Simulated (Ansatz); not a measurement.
`F[SiH](F)F` → `F[Si]F` + H–F at 600 K and 1 bar (silylene formation by 1,1-elimination).

Program: Ansatz. Geometries: PBE0-D4/def2-TZVP. ΔE: electronic, gas phase. CCSD(T)/CBS is the MP2 limit (def2-TZVPP, def2-QZVPP) plus CCSD(T) − MP2 in def2-TZVPP, frozen cores. This one scheme is used for every species.

```csv
species,CCSD(T)/CBS energy (Eh),H − E (kJ/mol),S (J/(mol·K))
`F[SiH](F)F`,-589.26725,84.1,330.7
`F[Si]F`,-488.75686,38.5,291.1
H–F,-100.39570,42.3,194.0
```

H − E and S are ideal-gas, rigid-rotor, harmonic terms from PBE0-D4/def2-TZVP. 1 Eh = 2625.50 kJ/mol, R = 8.31446 J/(mol·K).

Q: By hand: ΔE, ΔH, ΔS and ΔG.

A: ΔE = (-488.75686) + (-100.39570) − (-589.26725) = 0.11469 Eh = 301.1 kJ/mol. Δ(H − E) = 38.5 + 42.3 − 84.1 = -3.3, so ΔH = 297.8 kJ/mol. ΔS = 291.1 + 194.0 − 330.7 = 154.4 J/(mol·K). ΔG = 297.8 − 600 × (154.4)/1000 = 205.2 kJ/mol.

Q: By hand: the equilibrium constant, and the temperature at which ΔG would vanish if ΔH and ΔS stayed fixed.

A: log₁₀ K = −ΔG/(RT ln 10) = -17.9. ΔG = 0 at ΔH/ΔS = 1929 K.

The number of gas molecules changes by +1, which sets the sign of ΔS. A doubt of 5 kJ/mol in ΔE shifts log₁₀ K by 0.4 here. These are equilibria of isolated gas molecules and say nothing of rates. Largest T1 diagnostic: 0.015 (customary marks: 0.02 for closed shells, 0.045 for open ones).
